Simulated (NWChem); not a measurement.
Program: NWChem. System: hydrogen cyanide (CHN), charge 0, spin multiplicity 1, optimised in this run. Level: PBE/def2-SVP.

Job file:

```
start mol
memory heap 200 mb stack 800 mb global 1000 mb
geometry units angstroms
  C      0.000000     0.000000    -0.493216
  N      0.000000     0.000000     0.644418
  H      0.000000     0.000000    -1.551626
  symmetry group C2v
end
basis spherical
  * library def2-svp
end
dft
  xc xpbe96 cpbe96
  semidirect memsize 60000000 filesize 0
  iterations 100
end
driver
  maxiter 80
end
task dft optimize
task dft freq
```

Output (cleaned and shortened):

```
             Northwest Computational Chemistry Package (NWChem) 7.3.0
             --------------------------------------------------------

                                NWChem Input Module
                                -------------------

 Scaling coordinates for geometry "geometry" by  1.889725989
 (inverse scale =  0.529177249)

 Turning off AUTOSYM since
 SYMMETRY directive was detected!

          ------
          auto-z
          ------
  autoz: insufficient variables                     2                    3
     1 autoz failed with cvr_scaling = 1.2 changing to 1.3
  autoz: insufficient variables                     2                    3
     2 autoz failed with cvr_scaling = 1.3 changing to 1.4
  autoz: insufficient variables                     2                    3
     3 autoz failed with cvr_scaling = 1.4 changing to 1.5
  autoz: insufficient variables                     2                    3
     4 autoz failed with cvr_scaling = 1.5 changing to 1.6
  autoz: insufficient variables                     2                    3
     5 autoz failed with cvr_scaling = 1.6 changing to 1.7
  autoz: insufficient variables                     2                    3

 AUTOZ failed to generate good internal coordinates.
 Cartesian coordinates will be used in optimizations.

                             Geometry "geometry" -> ""
                             -------------------------

 Output coordinates in angstroms (scale by  1.889725989 to convert to a.u.)

  No.       Tag          Charge          X              Y              Z
 ---- ---------------- ---------- -------------- -------------- --------------
    1 C                    6.0000     0.00000000     0.00000000    -0.49321629
    2 N                    7.0000     0.00000000     0.00000000     0.64441771
    3 H                    1.0000     0.00000000     0.00000000    -1.55162629

 Effective nuclear repulsion energy (a.u.)      24.2231724325

            Nuclear Dipole moment (a.u.)
            ----------------------------
        X                 Y               Z
 ---------------- ---------------- ----------------
     0.0000000000     0.0000000000     0.0000000000

      Symmetry information
      --------------------

 Group name             C2v
 Group number             16
 Group order               4
 No. of unique centers     3

      Symmetry unique atoms

     1    2    3


 Summary of "ao basis" -> "" (spherical)
 ------------------------------------------------------------------------------
       Tag                 Description            Shells   Functions and Types
 ---------------- ------------------------------  ------  ---------------------
 *                          def2-svp                  on all atoms

  pbe96 is a nonlocal functional; adding pw91lda local functional.

                           NWChem Geometry Optimization
                           ----------------------------

 maximum gradient threshold         (gmax) =   0.000450
 rms gradient threshold             (grms) =   0.000300
 maximum cartesian step threshold   (xmax) =   0.001800
 rms cartesian step threshold       (xrms) =   0.001200
 fixed trust radius                (trust) =   0.300000
 maximum step size to saddle      (sadstp) =   0.100000
 energy precision                  (eprec) =   5.0D-06
 maximum number of steps          (nptopt) =   80
 initial hessian option           (inhess) =    0
 line search option               (linopt) =    1
 hessian update option            (modupd) =    1
 saddle point option              (modsad) =    0
 initial eigen-mode to follow     (moddir) =    0
 initial variable to follow       (vardir) =    0
 follow first negative mode     (firstneg) =    T
 apply conjugacy                    (opcg) =    F
 source of zmatrix                         =

          -------------------
          Energy Minimization
          -------------------

 Using diagonal initial Hessian

          --------
          Step   0
          --------

                         Geometry "geometry" -> "geometry"
                         ---------------------------------

 Output coordinates in angstroms (scale by  1.889725989 to convert to a.u.)

  No.       Tag          Charge          X              Y              Z
 ---- ---------------- ---------- -------------- -------------- --------------
    1 C                    6.0000     0.00000000     0.00000000    -0.49321629
    2 N                    7.0000     0.00000000     0.00000000     0.64441771
    3 H                    1.0000     0.00000000     0.00000000    -1.55162629

 Effective nuclear repulsion energy (a.u.)      24.2231724325

            Nuclear Dipole moment (a.u.)
            ----------------------------
        X                 Y               Z
 ---------------- ---------------- ----------------
     0.0000000000     0.0000000000     0.0000000000

      Symmetry information
      --------------------

 Group name             C2v
 Group number             16
 Group order               4
 No. of unique centers     3

      Symmetry unique atoms

     1    2    3

                                 NWChem DFT Module
                                 -----------------

 Summary of "ao basis" -> "ao basis" (spherical)
 ------------------------------------------------------------------------------
       Tag                 Description            Shells   Functions and Types
 ---------------- ------------------------------  ------  ---------------------
 C                          def2-svp                 6       14   3s2p1d
 N                          def2-svp                 6       14   3s2p1d
[...]
 HESSIAN: the CPHF contributions are done

 Derivative Dipole

 X vector of derivative dipole (au) [debye/angstrom]
 d_dipole_x/<atom=   1,x> =     0.0107     [    0.0512]
 d_dipole_x/<atom=   1,y> =     0.0000     [    0.0000]
 d_dipole_x/<atom=   1,z> =     0.0000     [    0.0000]
 d_dipole_x/<atom=   2,x> =    -0.2600     [   -1.2487]
 d_dipole_x/<atom=   2,y> =     0.0000     [    0.0000]
 d_dipole_x/<atom=   2,z> =    -0.0000     [   -0.0000]
 d_dipole_x/<atom=   3,x> =     0.2493     [    1.1976]
 d_dipole_x/<atom=   3,y> =     0.0000     [    0.0000]
 d_dipole_x/<atom=   3,z> =    -0.0000     [   -0.0000]

 Y vector of derivative dipole (au) [debye/angstrom]
 d_dipole_y/<atom=   1,x> =     0.0000     [    0.0000]
 d_dipole_y/<atom=   1,y> =     0.0107     [    0.0512]
 d_dipole_y/<atom=   1,z> =    -0.0000     [   -0.0000]
 d_dipole_y/<atom=   2,x> =     0.0000     [    0.0000]
 d_dipole_y/<atom=   2,y> =    -0.2600     [   -1.2487]
 d_dipole_y/<atom=   2,z> =     0.0000     [    0.0000]
 d_dipole_y/<atom=   3,x> =     0.0000     [    0.0000]
 d_dipole_y/<atom=   3,y> =     0.2493     [    1.1976]
 d_dipole_y/<atom=   3,z> =     0.0000     [    0.0000]

 Z vector of derivative dipole (au) [debye/angstrom]
 d_dipole_z/<atom=   1,x> =     0.0000     [    0.0000]
 d_dipole_z/<atom=   1,y> =    -0.0000     [   -0.0000]
 d_dipole_z/<atom=   1,z> =    -0.2690     [   -1.2919]
 d_dipole_z/<atom=   2,x> =    -0.0000     [   -0.0000]
 d_dipole_z/<atom=   2,y> =     0.0000     [    0.0000]
 d_dipole_z/<atom=   2,z> =     0.0266     [    0.1278]
 d_dipole_z/<atom=   3,x> =    -0.0000     [   -0.0000]
 d_dipole_z/<atom=   3,y> =     0.0000     [    0.0000]
 d_dipole_z/<atom=   3,z> =     0.2424     [    1.1641]

 HESSIAN: the Hessian is done

  Vibrational analysis via the FX method

  See chapter 2 in "Molecular Vibrations" by Wilson, Decius and Cross

  Vib: Default input used

 ---------------------------- Atom information ----------------------------
     atom    #        X              Y              Z            mass
 --------------------------------------------------------------------------
    C        1  0.0000000D+00  0.0000000D+00 -9.3259553D-01  1.2000000D+01
    N        2  0.0000000D+00  0.0000000D+00  1.2731815D+00  1.4003070D+01
    H        3  0.0000000D+00  0.0000000D+00 -2.9870052D+00  1.0078250D+00
 --------------------------------------------------------------------------

          ----------------------------------------------------
          MASS-WEIGHTED NUCLEAR HESSIAN (Hartree/Bohr/Bohr/Kamu)
          ----------------------------------------------------

               1            2            3            4            5            6            7            8            9
   ----- ----- ----- ----- -----
    1    4.61675D+00
    2   -2.80169D-07  4.61675D+00
    3    1.96545D-07  2.47138D-07  1.35867D+02
    4   -2.06149D+00  4.71134D-09 -1.88077D-08  9.20447D-01
    5    4.71467D-09 -2.06149D+00  1.57056D-08 -1.21721D-09  9.20447D-01
    6   -6.35457D-09 -2.41871D-08 -9.49751D+01  2.07465D-08  1.53428D-09  8.68876D+01
    7   -8.24649D+00  1.25021D-08 -2.68580D-08  3.68215D+00 -1.40000D-09  5.62174D-09  1.47303D+01
    8    1.25040D-08 -8.24649D+00  2.36751D-08 -1.40137D-09  3.68215D+00 -1.36199D-08 -2.34617D-09  1.47303D+01
    9   -1.48345D-08 -8.78404D-08 -1.14804D+02  1.82588D-08  6.61698D-08  3.85124D+00 -5.12541D-09 -4.37412D-10  3.81792D+02


 ----------------------------------------------------------------------------
 Normal Eigenvalue ||         Derivative Dipole Moments (debye/angs)
  Mode   [cm**-1]  ||      [d/dqX]             [d/dqY]           [d/dqZ]
 ------ ---------- || ------------------ ------------------ -----------------
    1       -1.171 ||      -0.112              -0.112            -0.000
    2       -1.169 ||       0.112              -0.113             0.000
    3        1.870 ||       0.561               0.560            -0.000
    4        1.872 ||      -0.559               0.561            -0.000
    5        3.867 ||       0.000               0.000             0.000
    6      731.819 ||       0.665               0.663             0.000
    7      731.819 ||      -0.663               0.665             0.000
    8     2137.575 ||       0.000              -0.000             0.159
    9     3377.228 ||      -0.000               0.000             1.208
 ----------------------------------------------------------------------------

 ----------------------------------------------------------------------------
 Normal Eigenvalue ||                 Infra Red Intensities
  Mode   [cm**-1]  || [atomic units] [(debye/angs)**2] [(KM/mol)] [arbitrary]
 ------ ---------- || -------------- ----------------- ---------- -----------
    1       -1.171 ||    0.001085           0.025         1.058       0.495
    2       -1.169 ||    0.001097           0.025         1.069       0.500
    3        1.870 ||    0.027229           0.628        26.544      12.415
    4        1.872 ||    0.027218           0.628        26.533      12.409
    5        3.867 ||    0.000000           0.000         0.000       0.000
    6      731.819 ||    0.038204           0.881        37.243      17.418
    7      731.819 ||    0.038204           0.881        37.243      17.418
    8     2137.575 ||    0.001095           0.025         1.067       0.499
    9     3377.228 ||    0.063267           1.460        61.676      28.845
 ----------------------------------------------------------------------------

        Vibrational analysis via the FX method
  --- with translations and rotations projected out ---
  --- via the Eckart algorithm                      ---
 Dependent rotation vector no.                    3
  found in ECKART; assuming linear geometry
 Projected Nuclear Hessian trans-rot subspace norm:2.7766D-32
                         (should be close to zero!)

          --------------------------------------------------------
          MASS-WEIGHTED PROJECTED HESSIAN (Hartree/Bohr/Bohr/Kamu)
          --------------------------------------------------------

               1            2            3            4            5            6            7            8            9
   ----- ----- ----- ----- -----
    1    4.61672D+00
    2   -1.28529D-07  4.61672D+00
    3    9.92978D-08  1.17954D-07  1.35867D+02
    4   -2.06096D+00  5.73770D-08 -4.43279D-08  9.20043D-01
    5    5.73770D-08 -2.06096D+00 -5.26564D-08 -2.56139D-08  9.20043D-01
    6   -4.98528D-08 -5.13134D-08 -9.49754D+01  2.22550D-08  2.29070D-08  8.68874D+01
    7   -8.24829D+00  2.29632D-07 -1.77407D-07  3.68215D+00 -1.02511D-07  8.90677D-08  1.47365D+01
    8    2.29632D-07 -8.24829D+00 -2.10739D-07 -1.02511D-07  3.68215D+00  9.16774D-08 -4.10263D-07  1.47365D+01
    9   -1.56813D-07 -2.15745D-07 -1.14805D+02  7.00034D-08  9.63114D-08  3.85095D+00  2.80164D-07  3.85453D-07  3.81794D+02

 center of mass
 --------------
 x =   0.00000000 y =   0.00000000 z =   0.13427637

 moments of inertia (a.u.)
 ------------------
          41.640671813052           0.000000000000           0.000000000000
           0.000000000000          41.640671813052           0.000000000000
           0.000000000000           0.000000000000           0.000000000000

 Rotational Constants
 --------------------
 A=   0.000000 cm-1  (  0.000000 K)
 B=   1.445706 cm-1  (  2.080002 K)
 C=   1.445706 cm-1  (  2.080002 K)

 Temperature                      =   298.15K
 frequency scaling parameter      =   1.0000

 Linear Molecule

 Zero-Point correction to Energy  =    9.972 kcal/mol  (  0.015891 au)
 Thermal correction to Energy     =   11.579 kcal/mol  (  0.018452 au)
 Thermal correction to Enthalpy   =   12.171 kcal/mol  (  0.019395 au)

 Total Entropy                    =   48.191 cal/mol-K
   - Translational                =   35.800 cal/mol-K (mol. weight =  27.0109)
   - Rotational                   =   11.849 cal/mol-K (symmetry #  =        1)
   - Vibrational                  =    0.541 cal/mol-K

 Cv (constant volume heat capacity) =    6.511 cal/mol-K
   - Translational                  =    2.979 cal/mol-K
   - Rotational                     =    1.986 cal/mol-K
   - Vibrational                    =    1.545 cal/mol-K


 ----------------------------------------------------------------------------
 Normal Eigenvalue ||    Projected Derivative Dipole Moments (debye/angs)
  Mode   [cm**-1]  ||      [d/dqX]             [d/dqY]           [d/dqZ]
 ------ ---------- || ------------------ ------------------ -----------------
    1       -0.000 ||       0.596               0.000             0.000
    2        0.000 ||       0.000              -0.546             0.000
    3        0.000 ||      -0.546               0.000            -0.000
    4        0.000 ||       0.000               0.596            -0.000
    5        0.000 ||       0.000              -0.000             0.000
    6      731.924 ||       0.665               0.663             0.000
    7      731.925 ||      -0.663               0.665             0.000
    8     2137.577 ||       0.000              -0.000             0.159
    9     3377.233 ||      -0.000               0.000             1.208
 ----------------------------------------------------------------------------

 ----------------------------------------------------------------------------
 Normal Eigenvalue ||           Projected Infra Red Intensities
  Mode   [cm**-1]  || [atomic units] [(debye/angs)**2] [(KM/mol)] [arbitrary]
 ------ ---------- || -------------- ----------------- ---------- -----------
    1       -0.000 ||    0.015372           0.355        14.986       7.009
    2        0.000 ||    0.012934           0.298        12.609       5.897
    3        0.000 ||    0.012934           0.298        12.609       5.897
    4        0.000 ||    0.015372           0.355        14.986       7.009
    5        0.000 ||    0.000000           0.000         0.000       0.000
    6      731.924 ||    0.038211           0.882        37.250      17.422
    7      731.925 ||    0.038211           0.882        37.250      17.422
    8     2137.577 ||    0.001095           0.025         1.067       0.499
    9     3377.233 ||    0.063267           1.460        61.676      28.845
 ----------------------------------------------------------------------------

 Task  times  cpu:       12.2s     wall:       12.2s

 Total times  cpu:       16.6s     wall:       16.6s
```
